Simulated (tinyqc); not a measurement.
Inside a calculation (part 2 of 2). Method: RHF in the sto-3g basis, for CH3+, spin multiplicity 1. Computed by tinyqc, a small Python program that keeps every step (integrals from PySCF). Command: `OMP_NUM_THREADS=1 python tinyqc.py 26935 26936 out.jsonl` (the two numbers bound the seeds that draw the settings). One thread of a shared host (Intel(R) Xeon(R) Processor @ 2.60GHz), about 0.07 s of CPU time with the checks.

Geometry (angstrom):
```
atom          x          y         z
C      0.000000   0.000000  0.114000
H      1.018000   0.000000  0.000000
H     -0.509000   0.881000  0.000000
H     -0.509000  -0.881000  0.000000
```

## Iteration 1: diagonalisation and new density

Fock matrix F (hartree), order 1C 1s, 1C 2s, 1C 2px, 1C 2py, 1C 2pz, 2H 1s, 3H 1s, 4H 1s:
```
[[-10.351852, -2.846843, 0.000029, 0.000000, -0.006257, -0.848373, -0.849405, -0.849405],
 [-2.846843, -1.561038, 0.000245, 0.000000, 0.096983, -0.774604, -0.775258, -0.775258],
 [0.000029, 0.000245, -0.458431, 0.000000, -0.000027, -0.415629, 0.208110, 0.208110],
 [0.000000, 0.000000, 0.000000, -0.458408, 0.000000, 0.000000, -0.360068, 0.360068],
 [-0.006257, 0.096983, -0.000027, 0.000000, 0.230807, 0.063995, 0.064048, 0.064048],
 [-0.848373, -0.774604, -0.415629, 0.000000, 0.063995, -0.541668, -0.279857, -0.279857],
 [-0.849405, -0.775258, 0.208110, -0.360068, 0.064048, -0.279857, -0.542252, -0.280250],
 [-0.849405, -0.775258, 0.208110, 0.360068, 0.064048, -0.279857, -0.280250, -0.542252]]
```

X, order 1C 1s, 1C 2s, 1C 2px, 1C 2py, 1C 2pz, 2H 1s, 3H 1s, 4H 1s:
```
[[1.028670, -0.172261, 0.000016, 0.000000, 0.004319, 0.026314, 0.026318, 0.026318],
 [-0.172261, 1.545394, -0.000356, 0.000000, -0.052532, -0.396766, -0.397294, -0.397294],
 [0.000016, -0.000356, 1.231021, 0.000000, 0.000041, -0.394951, 0.197752, 0.197752],
 [0.000000, 0.000000, 0.000000, 1.231051, 0.000000, 0.000000, -0.342274, 0.342274],
 [0.004319, -0.052532, 0.000041, 0.000000, 1.005295, 0.040109, 0.040174, 0.040174],
 [0.026314, -0.396766, -0.394951, 0.000000, 0.040109, 1.332594, -0.039517, -0.039517],
 [0.026318, -0.397294, 0.197752, -0.342274, 0.040174, -0.039517, 1.333137, -0.039505],
 [0.026318, -0.397294, 0.197752, 0.342274, 0.040174, -0.039517, -0.039505, 1.333137]]
```

Diagonalise F' = X^T F X, C = X C', fill 4 alpha and 4 beta electrons from the bottom; D = 2 C_occ C_occ^T. Each column has its largest component positive (the first on a tie).

F' = X^T F X (hartree):
```
[[-10.110607, -1.525957, -0.000007, 0.000000, -0.011023, -0.153045, -0.153407, -0.153407],
 [-1.525957, -0.542808, -0.000114, 0.000000, 0.034332, -0.414705, -0.415199, -0.415199],
 [-0.000007, -0.000114, -0.149306, 0.000000, 0.000026, -0.434532, 0.217545, 0.217545],
 [0.000000, 0.000000, 0.000000, -0.149230, 0.000000, 0.000000, -0.376558, 0.376558],
 [-0.011023, 0.034332, 0.000026, 0.000000, 0.238853, 0.051631, 0.051706, 0.051706],
 [-0.153045, -0.414705, -0.434532, 0.000000, 0.051631, -0.001696, -0.077045, -0.077045],
 [-0.153407, -0.415199, 0.217545, -0.376558, 0.051706, -0.077045, -0.001465, -0.077075],
 [-0.153407, -0.415199, 0.217545, 0.376558, 0.051706, -0.077045, -0.077075, -0.001465]]
```

orbital energies (hartree): [-10.361770, -0.904140, -0.581090, -0.581081, 0.236536, 0.459155, 0.507204, 0.507460]

coefficients C, order 1C 1s, 1C 2s, 1C 2px, 1C 2py, 1C 2pz, 2H 1s, 3H 1s, 4H 1s:
```
[[0.990148, -0.240625, -0.000145, 0.000000, -0.058894, -0.219470, 0.002041, 0.000000],
 [0.045943, 0.703938, 0.000554, 0.000000, 0.308516, 1.516821, -0.014694, 0.000000],
 [-0.000012, -0.000447, 0.651294, 0.000000, 0.000064, 0.010173, 1.151227, 0.000000],
 [0.000000, 0.000000, 0.000000, 0.651285, 0.000000, 0.000000, 0.000000, 1.151354],
 [-0.001174, -0.068614, -0.000050, 0.000000, 0.965595, -0.284859, 0.002602, 0.000000],
 [-0.009445, 0.181843, 0.399009, 0.000000, -0.107397, -0.809574, -1.111455, 0.000000],
 [-0.009455, 0.182161, -0.199299, 0.345498, -0.107264, -0.794570, 0.567202, -0.969462],
 [-0.009455, 0.182161, -0.199299, -0.345498, -0.107264, -0.794570, 0.567202, 0.969462]]
```

D after iteration 1, order 1C 1s, 1C 2s, 1C 2px, 1C 2py, 1C 2pz, 2H 1s, 3H 1s, 4H 1s:
```
[[2.076585, -0.247789, 0.000002, 0.000000, 0.030696, -0.106332, -0.106331, -0.106331],
 [-0.247789, 0.995279, 0.000090, 0.000000, -0.096709, 0.255586, 0.255371, 0.255371],
 [0.000002, 0.000090, 0.848367, 0.000000, -0.000003, 0.519582, -0.259767, -0.259767],
 [0.000000, 0.000000, 0.000000, 0.848344, 0.000000, 0.000000, 0.450035, -0.450035],
 [0.030696, -0.096709, -0.000003, 0.000000, 0.009419, -0.024971, -0.024956, -0.024956],
 [-0.106332, 0.255586, 0.519582, 0.000000, -0.024971, 0.384729, -0.092616, -0.092616],
 [-0.106331, 0.255371, -0.259767, 0.450035, -0.024956, -0.092616, 0.384722, -0.092754],
 [-0.106331, 0.255371, -0.259767, -0.450035, -0.024956, -0.092616, -0.092754, 0.384722]]
```

Within a degenerate level the vectors are fixed only up to a rotation; this is one choice.

## Iteration 2: building the Fock matrix

core Hamiltonian H = T + V (hartree), order 1C 1s, 1C 2s, 1C 2px, 1C 2py, 1C 2pz, 2H 1s, 3H 1s, 4H 1s:
```
[[-19.311927, -4.663157, 0.000030, 0.000000, 0.006409, -1.373862, -1.375556, -1.375556],
 [-4.663157, -6.209405, 0.000226, 0.000000, 0.063025, -2.933982, -2.936188, -2.936188],
 [0.000030, 0.000226, -5.231099, 0.000000, -0.000030, -2.311621, 1.157045, 1.157045],
 [0.000000, 0.000000, 0.000000, -5.231075, 0.000000, 0.000000, -2.002536, 2.002536],
 [0.006409, 0.063025, -0.000030, 0.000000, -5.025380, 0.275641, 0.275915, 0.275915],
 [-1.373862, -2.933982, -2.311621, 0.000000, 0.275641, -4.079175, -0.936928, -0.936928],
 [-1.375556, -2.936188, 1.157045, -2.002536, 0.275915, -0.936928, -4.080705, -0.938260],
 [-1.375556, -2.936188, 1.157045, 2.002536, 0.275915, -0.936928, -0.938260, -4.080705]]
```

nuclear repulsion = 10.20251246 hartree

Given earlier and not repeated: Two-electron integrals (ij|kl) in chemists' order.

J_ij = sum D_kl (ij|kl), K_ij = sum D_kl (ik|jl); F = H + J - 0.5 K; E = tr D H + tr D J / 2 - 0.25 tr D K + E_nn.

Coulomb J (hartree), order 1C 1s, 1C 2s, 1C 2px, 1C 2py, 1C 2pz, 2H 1s, 3H 1s, 4H 1s:
```
[[11.274291, 2.169636, -0.000018, 0.000000, -0.011365, 0.638205, 0.639003, 0.639003],
 [2.169636, 5.051662, -0.000098, 0.000000, -0.072748, 2.383093, 2.384848, 2.384848],
 [-0.000018, -0.000098, 5.103731, 0.000000, 0.000008, 2.069128, -1.035660, -1.035660],
 [0.000000, 0.000000, 0.000000, 5.103692, 0.000000, 0.000000, 1.792503, -1.792503],
 [-0.011365, -0.072748, 0.000008, 0.000000, 4.930852, -0.252324, -0.252577, -0.252577],
 [0.638205, 2.383093, 2.069128, 0.000000, -0.252324, 3.784511, 0.736015, 0.736015],
 [0.639003, 2.384848, -1.035660, 1.792503, -0.252577, 0.736015, 3.785675, 0.737081],
 [0.639003, 2.384848, -1.035660, -1.792503, -0.252577, 0.736015, 0.737081, 3.785675]]
```

exchange K (hartree), order 1C 1s, 1C 2s, 1C 2px, 1C 2py, 1C 2pz, 2H 1s, 3H 1s, 4H 1s:
```
[[7.169105, 1.238334, -0.000008, 0.000000, -0.000002, 0.374083, 0.374545, 0.374545],
 [1.238334, 1.685301, -0.000154, 0.000000, -0.141901, 0.941852, 0.942409, 0.942409],
 [-0.000008, -0.000154, 1.450165, 0.000000, 0.000029, 0.828395, -0.414538, -0.414538],
 [0.000000, 0.000000, 0.000000, 1.450176, 0.000000, 0.000000, 0.717552, -0.717552],
 [-0.000002, -0.141901, 0.000029, 0.000000, 0.360909, -0.100114, -0.100189, -0.100189],
 [0.374083, 0.941852, 0.828395, 0.000000, -0.100114, 1.220107, 0.299859, 0.299859],
 [0.374545, 0.942409, -0.414538, 0.717552, -0.100189, 0.299859, 1.220698, 0.300290],
 [0.374545, 0.942409, -0.414538, -0.717552, -0.100189, 0.299859, 0.300290, 1.220698]]
```

Fock matrix F (hartree), order 1C 1s, 1C 2s, 1C 2px, 1C 2py, 1C 2pz, 2H 1s, 3H 1s, 4H 1s:
```
[[-11.622188, -3.112688, 0.000016, 0.000000, -0.004955, -0.922699, -0.923825, -0.923825],
 [-3.112688, -2.000393, 0.000205, 0.000000, 0.061227, -1.021816, -1.022544, -1.022544],
 [0.000016, 0.000205, -0.852451, 0.000000, -0.000036, -0.656691, 0.328654, 0.328654],
 [0.000000, 0.000000, 0.000000, -0.852471, 0.000000, 0.000000, -0.568810, 0.568810],
 [-0.004955, 0.061227, -0.000036, 0.000000, -0.274982, 0.073374, 0.073432, 0.073432],
 [-0.922699, -1.021816, -0.656691, 0.000000, 0.073374, -0.904718, -0.350842, -0.350842],
 [-0.923825, -1.022544, 0.328654, -0.568810, 0.073432, -0.350842, -0.905379, -0.351323],
 [-0.923825, -1.022544, 0.328654, 0.568810, 0.073432, -0.350842, -0.351323, -0.905379]]
```

total energy of this density = -38.74612203 hartree

## Iteration 2: DIIS over 2 matrices

error matrix X^T (FDS - SDF) X:
```
[[0.000000, -0.071938, 0.000014, 0.000000, -0.016834, 0.045731, 0.045737, 0.045737],
 [0.071938, 0.000000, 0.000010, 0.000000, 0.038755, 0.005079, 0.005139, 0.005139],
 [-0.000014, -0.000010, 0.000000, 0.000000, 0.000016, -0.003814, 0.001872, 0.001872],
 [0.000000, 0.000000, 0.000000, 0.000000, 0.000000, 0.000000, -0.003283, 0.003283],
 [0.016834, -0.038755, -0.000016, 0.000000, 0.000000, -0.020422, -0.020417, -0.020417],
 [-0.045731, -0.005079, 0.003814, 0.000000, 0.020422, 0.000000, 0.000008, 0.000008],
 [-0.045737, -0.005139, -0.001872, 0.003283, 0.020417, -0.000008, 0.000000, 0.000000],
 [-0.045737, -0.005139, -0.001872, -0.003283, 0.020417, -0.000008, 0.000000, 0.000000]]
```

B (overlaps of the stored error matrices):
```
[[6.0786980e+00, -5.6511788e-02],
 [-5.6511788e-02, 2.9216063e-02]]
```

Minimise |sum c_i e_i|^2 with sum c_i = 1: solve [B -1; -1 0][c; lambda] = [0; -1] with B_ij = tr e_i^T e_j, and take F = sum c_i F_i.

DIIS coefficients: [0.013781, 0.986219]

extrapolated F (hartree), order 1C 1s, 1C 2s, 1C 2px, 1C 2py, 1C 2pz, 2H 1s, 3H 1s, 4H 1s:
```
[[-11.604682, -3.109024, 0.000016, 0.000000, -0.004973, -0.921674, -0.922799, -0.922799],
 [-3.109024, -1.994338, 0.000206, 0.000000, 0.061720, -1.018409, -1.019137, -1.019137],
 [0.000016, 0.000206, -0.847021, 0.000000, -0.000036, -0.653369, 0.326993, 0.326993],
 [0.000000, 0.000000, 0.000000, -0.847041, 0.000000, 0.000000, -0.565933, 0.565933],
 [-0.004973, 0.061720, -0.000036, 0.000000, -0.268012, 0.073244, 0.073303, 0.073303],
 [-0.921674, -1.018409, -0.653369, 0.000000, 0.073244, -0.899715, -0.349864, -0.349864],
 [-0.922799, -1.019137, 0.326993, -0.565933, 0.073303, -0.349864, -0.900375, -0.350344],
 [-0.922799, -1.019137, 0.326993, 0.565933, 0.073303, -0.349864, -0.350344, -0.900375]]
```

## Iteration 2: diagonalisation and new density

As before.

F' = X^T F X (hartree):
```
[[-11.362503, -1.587046, -0.000022, 0.000000, -0.004755, -0.158839, -0.159237, -0.159237],
 [-1.587046, -0.837565, -0.000163, 0.000000, -0.008510, -0.496362, -0.496822, -0.496822],
 [-0.000022, -0.000163, -0.458714, 0.000000, 0.000013, -0.546639, 0.273560, 0.273560],
 [0.000000, 0.000000, 0.000000, -0.458714, 0.000000, 0.000000, -0.473588, 0.473588],
 [-0.004755, -0.008510, 0.000013, 0.000000, -0.259785, 0.051048, 0.051108, 0.051108],
 [-0.158839, -0.496362, -0.546639, 0.000000, 0.051048, -0.251732, -0.080320, -0.080320],
 [-0.159237, -0.496822, 0.273560, -0.473588, 0.051108, -0.080320, -0.251596, -0.080338],
 [-0.159237, -0.496822, 0.273560, 0.473588, 0.051108, -0.080320, -0.080338, -0.251596]]
```

orbital energies (hartree): [-11.610839, -1.320190, -0.999988, -0.999971, -0.265941, 0.324820, 0.369888, 0.370017]

coefficients C, order 1C 1s, 1C 2s, 1C 2px, 1C 2py, 1C 2pz, 2H 1s, 3H 1s, 4H 1s:
```
[[0.992669, -0.235176, 0.000000, -0.000113, -0.034683, -0.219148, 0.001976, 0.000000],
 [0.034572, 0.708324, 0.000000, 0.000476, 0.171654, 1.536617, -0.014442, 0.000000],
 [-0.000008, -0.000337, 0.000000, 0.653217, -0.000023, 0.009842, 1.150140, 0.000000],
 [0.000000, 0.000000, 0.653208, 0.000000, 0.000000, 0.000000, 0.000000, 1.150264],
 [-0.000797, -0.043404, 0.000000, -0.000010, 0.986250, -0.208943, 0.001937, 0.000000],
 [-0.007065, 0.180880, 0.000000, 0.397102, -0.049468, -0.815185, -1.112300, 0.000000],
 [-0.007072, 0.181138, 0.343878, -0.198400, -0.049444, -0.800620, 0.567359, -0.970038],
 [-0.007072, 0.181138, -0.343878, -0.198400, -0.049444, -0.800620, 0.567359, 0.970038]]
```

D after iteration 2, order 1C 1s, 1C 2s, 1C 2px, 1C 2py, 1C 2pz, 2H 1s, 3H 1s, 4H 1s:
```
[[2.081399, -0.264524, -0.000005, 0.000000, 0.018832, -0.099193, -0.099194, -0.099194],
 [-0.264524, 1.005837, 0.000143, 0.000000, -0.061544, 0.256133, 0.255931, 0.255931],
 [-0.000005, 0.000143, 0.853384, 0.000000, 0.000017, 0.518666, -0.259318, -0.259318],
 [0.000000, 0.000000, 0.000000, 0.853361, 0.000000, 0.000000, 0.449247, -0.449247],
 [0.018832, -0.061544, 0.000017, 0.000000, 0.003769, -0.015698, -0.015709, -0.015709],
 [-0.099193, 0.256133, 0.518666, 0.000000, -0.015698, 0.380915, -0.091942, -0.091942],
 [-0.099194, 0.255931, -0.259318, 0.449247, -0.015709, -0.091942, 0.380951, -0.092057],
 [-0.099194, 0.255931, -0.259318, -0.449247, -0.015709, -0.091942, -0.092057, 0.380951]]
```

Within a degenerate level the vectors are fixed only up to a rotation; this is one choice.

## Iteration 6 (converged): orbitals

converged F (hartree), order 1C 1s, 1C 2s, 1C 2px, 1C 2py, 1C 2pz, 2H 1s, 3H 1s, 4H 1s:
```
[[-11.616001, -3.109816, 0.000017, 0.000000, -0.001280, -0.922521, -0.923647, -0.923647],
 [-3.109816, -2.000822, 0.000198, 0.000000, 0.054687, -1.022092, -1.022821, -1.022821],
 [0.000017, 0.000198, -0.851463, 0.000000, -0.000055, -0.656743, 0.328679, 0.328679],
 [0.000000, 0.000000, 0.000000, -0.851481, 0.000000, 0.000000, -0.568854, 0.568854],
 [-0.001280, 0.054687, -0.000055, 0.000000, -0.270837, 0.067412, 0.067487, 0.067487],
 [-0.922521, -1.022092, -0.656743, 0.000000, 0.067412, -0.904983, -0.350652, -0.350652],
 [-0.923647, -1.022821, 0.328679, -0.568854, 0.067487, -0.350652, -0.905647, -0.351136],
 [-0.923647, -1.022821, 0.328679, 0.568854, 0.067487, -0.350652, -0.351136, -0.905647]]
```

As before.

F' = X^T F X (hartree):
```
[[-11.374404, -1.584795, -0.000020, 0.000000, -0.000295, -0.159508, -0.159906, -0.159906],
 [-1.584795, -0.842515, -0.000175, 0.000000, -0.012981, -0.497623, -0.498085, -0.498085],
 [-0.000020, -0.000175, -0.461572, 0.000000, -0.000004, -0.548536, 0.274509, 0.274509],
 [0.000000, 0.000000, 0.000000, -0.461571, 0.000000, 0.000000, -0.475231, 0.475231],
 [-0.000295, -0.012981, -0.000004, 0.000000, -0.263281, 0.046413, 0.046484, 0.046484],
 [-0.159508, -0.497623, -0.548536, 0.000000, 0.046413, -0.255742, -0.080337, -0.080337],
 [-0.159906, -0.498085, 0.274509, -0.475231, 0.046484, -0.080337, -0.255609, -0.080359],
 [-0.159906, -0.498085, 0.274509, 0.475231, 0.046484, -0.080337, -0.080359, -0.255609]]
```

orbital energies (hartree): [-11.622022, -1.326402, -1.005567, -1.005551, -0.269616, 0.321493, 0.368615, 0.368746]

coefficients C, order 1C 1s, 1C 2s, 1C 2px, 1C 2py, 1C 2pz, 2H 1s, 3H 1s, 4H 1s:
```
[[0.992758, -0.235289, 0.000000, -0.000112, -0.031215, -0.219147, 0.001911, 0.000000],
 [0.034098, 0.709456, 0.000000, 0.000478, 0.158042, 1.537569, -0.013990, 0.000000],
 [-0.000008, -0.000324, 0.000000, 0.652344, -0.000037, 0.009497, 1.150638, 0.000000],
 [0.000000, 0.000000, 0.652335, 0.000000, 0.000000, 0.000000, 0.000000, 1.150760],
 [-0.001084, -0.034616, 0.000000, 0.000024, 0.987582, -0.204238, 0.001831, 0.000000],
 [-0.006902, 0.180625, 0.000000, 0.397945, -0.047242, -0.815041, -1.112243, 0.000000],
 [-0.006909, 0.180884, 0.344614, -0.198831, -0.047192, -0.800985, 0.566968, -0.969776],
 [-0.006909, 0.180884, -0.344614, -0.198831, -0.047192, -0.800985, 0.566968, 0.969776]]
```

D after iteration 6, order 1C 1s, 1C 2s, 1C 2px, 1C 2py, 1C 2pz, 2H 1s, 3H 1s, 4H 1s:
```
[[2.081857, -0.266152, -0.000009, 0.000000, 0.014138, -0.098791, -0.098794, -0.098794],
 [-0.266152, 1.008981, 0.000163, 0.000000, -0.049191, 0.256200, 0.255997, 0.255997],
 [-0.000009, 0.000163, 0.851105, 0.000000, 0.000054, 0.519077, -0.259530, -0.259530],
 [0.000000, 0.000000, 0.000000, 0.851082, 0.000000, 0.000000, 0.449607, -0.449607],
 [0.014138, -0.049191, 0.000054, 0.000000, 0.002399, -0.012471, -0.012518, -0.012518],
 [-0.098791, 0.256200, 0.519077, 0.000000, -0.012471, 0.382066, -0.092808, -0.092808],
 [-0.098794, 0.255997, -0.259530, 0.449607, -0.012518, -0.092808, 0.382118, -0.092916],
 [-0.098794, 0.255997, -0.259530, -0.449607, -0.012518, -0.092808, -0.092916, 0.382118]]
```

Within a degenerate level the vectors are fixed only up to a rotation; this is one choice.

## Convergence

Stop when the energy changes by less than 1e-08 hartree and every element of the error matrix X^T (F D S - S D F) X is below 3e-05.

Course of the cycle:
```
iteration   E (hartree)     change  largest element of the error matrix
1          -36.85276046          -                             7.97e-01
2          -38.74612203  -1.89e+00                             7.19e-02
3          -38.74839047  -2.27e-03                             9.59e-03
4          -38.74851572  -1.25e-04                             1.62e-03
5          -38.74851973  -4.01e-06                             3.92e-05
6          -38.74851973  -3.53e-09                             2.19e-06
```

PySCF RHF in the same basis = -38.74851973 hartree

Converged in 6 iterations.

## Populations, bond orders and dipole

overlap S, order 1C 1s, 1C 2s, 1C 2px, 1C 2py, 1C 2pz, 2H 1s, 3H 1s, 4H 1s:
```
[[1.000000, 0.248362, 0.000000, 0.000000, 0.000000, 0.072585, 0.072674, 0.072674],
 [0.248362, 1.000000, 0.000000, 0.000000, 0.000000, 0.529109, 0.529422, 0.529422],
 [0.000000, 0.000000, 1.000000, 0.000000, 0.000000, 0.485678, -0.243045, -0.243045],
 [0.000000, 0.000000, 0.000000, 1.000000, 0.000000, 0.000000, 0.420674, -0.420674],
 [0.000000, 0.000000, 0.000000, 0.000000, 1.000000, -0.054388, -0.054435, -0.054435],
 [0.072585, 0.529109, 0.485678, 0.000000, -0.054388, 1.000000, 0.173778, 0.173778],
 [0.072674, 0.529422, -0.243045, 0.420674, -0.054435, 0.173778, 1.000000, 0.174024],
 [0.072674, 0.529422, -0.243045, -0.420674, -0.054435, 0.173778, 0.174024, 1.000000]]
```

Mulliken: Z minus the diagonal of D S on the atom; Loewdin: the same with S^(1/2) D S^(1/2); Mayer order: 2 sum_s sum (D(s) S)_ij (D(s) S)_ji over the two atoms.

Charges (e):
```
atom  Mulliken   Loewdin
1C    0.193116  0.460198
2H    0.269020  0.180041
3H    0.268932  0.179881
4H    0.268932  0.179881
```

Mayer bond orders:
```
pair     order
2-1   0.924490
3-1   0.924540
3-2   0.001569
4-1   0.924540
4-2   0.001569
4-3   0.001566
```

dipole moment about the origin, x y z (debye): [0.000443, 0.000000, 0.416415]
